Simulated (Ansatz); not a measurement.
Property card for Ti

Computed with Ansatz 0.2.0, DFT r2SCAN, scalar-relativistic, plane waves, PAW.

Plane waves to 500 eV, a k mesh through Γ of 12×12×14 on the computed 3-atom cell and Gaussian smearing (0.10 eV); no spin polarisation.

The structure is relaxed at this level of theory with its symmetry kept. This form isn't the element's structure at ambient conditions.

```xyz
3
Lattice="4.5683 0.0000 0.0000 -2.2841 3.9562 0.0000 0.0000 0.0000 2.8244" Properties=species:S:1:pos:R:3 pbc="T T T"
Ti    0.0000    0.0000    0.0000
Ti    0.0000    2.6375    1.4122
Ti    2.2841    1.3187    1.4122
```

```
Space group                                                       : P6/mmm (No. 191)
Volume per atom                                                   : 17.02 Å³
Formation energy from the elements' standard states (uncorrected) : -0.017 eV/atom
Generalised Kohn–Sham band gap                                    : none (metal)
Density of states at the Fermi level                              : 1.80 states/eV per cell
Löwdin character within 0.5 eV of the Fermi level                 : Ti 3d 89 %, unprojected 5 %
Bulk modulus                                                      : 118 GPa
Its pressure derivative                                           : 3.4
```

Cost: 9 runs of about 14 core-minutes in all, on Intel Xeon Platinum 8259CL (Skylake/Cascade Lake) (shared hosts).